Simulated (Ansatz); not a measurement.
Results of PBE (Ansatz, a program for electronic structure, PAW) for CsCl-type TlCl.

Settings: plane-wave cutoff 520 eV, 6×6×6 k mesh, scalar-relativistic PAW data made under PBE.

Computed at the level's own relaxed cell.

```xyz
2
Lattice="3.8999 0.0000 0.0000 0.0000 3.8999 0.0000 0.0000 0.0000 3.8999" Properties=species:S:1:pos:R:3 pbc="T T T"
Tl     0.0000     0.0000     0.0000
Cl     1.9499     1.9499     1.9499
```

Task: Give the elastic tensor (Voigt notation, GPa, ions relaxed, in the Cartesian axes of the cell as printed).

Result: 
```
   40.0    13.2    13.2     0.0     0.0     0.0
   13.2    40.0    13.2     0.0     0.0     0.0
   13.2    13.2    40.0     0.0     0.0     0.0
    0.0     0.0     0.0     5.3     0.0     0.0
    0.0     0.0     0.0     0.0     5.3     0.0
    0.0     0.0     0.0     0.0     0.0     5.3
```

Spin–orbit coupling is not included; it can shift volumes and moduli of such heavy elements.

The computed numbers hold no vibrational or temperature effects.
